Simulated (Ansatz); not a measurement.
## doublet BH2: levels of theory in one basis

```xyz
3

H     0.0356    0.1952   -1.0603
B    -0.0211   -0.3791    0.0306
H     0.0275    0.1353    1.0691
```

Basis set: def2-SVP (spherical functions). Correlated methods keep 1 orbital frozen. Correlation on ROHF uses semicanonical orbitals with singles. Charge 0, multiplicity 2.

Computed with Ansatz (development build ahead of 0.2.0); each method stands on the lowest determinant of its kind that the runs found.

| method | E − E(ROHF) (eV) | <S²> of the determinant |
| --- | --- | --- |
| ROHF | 0.00 | – |
| UHF | -0.03 | 0.75 |
| ROHF-MP2 | -1.84 | – |
| UHF-MP2 | -1.84 | 0.75 |

(1) What does ROHF-CCSD(T) give on the same scale?

## Answers

(1) -2.38 eV.
